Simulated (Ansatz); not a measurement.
in.yaml

```yaml
crystal:
  periodic: [false, false, false]
  atoms:
    - {symbol: B, position_ang: [0.000000, -0.846407, 1.728434]}
    - {symbol: S, position_ang: [0.000000, 0.469677, 0.058764]}
    - {symbol: N, position_ang: [0.000000, -0.440304, -1.319122]}
    - {symbol: H, position_ang: [0.000000, 0.255507, -2.077313]}
basis:
  gaussian: {orbitals: def2-SVP}
magnetization: {spin_polarized: false, initial_magnetization: 3}
correlation: {method: mp2, electrons: all}
accuracy: high
```

```sh
$ ansatz run in.yaml --threads 1 --pin off --events-out ev --progress --plain --max-ram 2393MiB
```

Q: Roughly how long does this take on 1 thread of AMD EPYC, shared host, and how much host memory?

A: 19 s wall and 0.14 GiB.

```
1071 factors; integrals over basis functions are off by at most 3.6e-9 eV
mean field evaluation 1: about -12971.9400 eV, gradient 2.3e1 eV
mean field evaluation 2: about -12971.9456 eV, gradient 2.3e1 eV
mean field evaluation 4: about -12974.6547 eV, gradient 4.1e0 eV
mean field evaluation 8: about -12975.6838 eV, gradient 6.9e-1 eV
mean field evaluation 16: about -12975.6876 eV, gradient 2.2e-8 eV
mean field evaluation 32: about -12975.6876 eV, gradient 4.5e-3 eV
mean field evaluation 64: about -12975.6876 eV, gradient 5.8e-2 eV
mean field evaluation 96: about -12975.5901 eV, gradient 3.6e0 eV
mean field evaluation 128: about -12971.9406 eV, gradient 2.3e1 eV
mean field -12975.68763221 eV, -476.8477252468 hartree, gradient 2.2e-8 eV, S^2 3.750000; 14 other end points of the search recorded, 0 dependent functions left out
mean field evaluation 160: about -12975.4160 eV, gradient 1.3e-2 eV
reference -12975.68763221 eV, -476.8477252468 hartree; 16, 13 occupied and 35, 38 virtual orbitals, 1071 factors
second order -8.60993949 eV of doubles, -0.14157403 eV of singles
Total energy: -12984.43914573 eV, -477.1693374367 hartree
```
